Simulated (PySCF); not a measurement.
Calculation: PBE-D3(BJ)/def2-TZVP // PBE0-D3(BJ)/def2-TZVP (PySCF). Isolated molecules, 0 K electronic values unless said otherwise. 

Reference species (SMILES): `C(#N)[NH+]` (lower triplet) (charge +1, multiplicity 3).

```json
{
  "highest_occupied_spin_orbital": "-16.20 eV"
}
```

Changed species: `[NH2+]` (lower triplet) (X = H, multiplicity 3; the reference has X = cyano, multiplicity 3).

Q: What does the change do to the highest occupied spin orbital?

A: the highest occupied spin orbital decreases by 2.73 eV, to -18.93 eV.
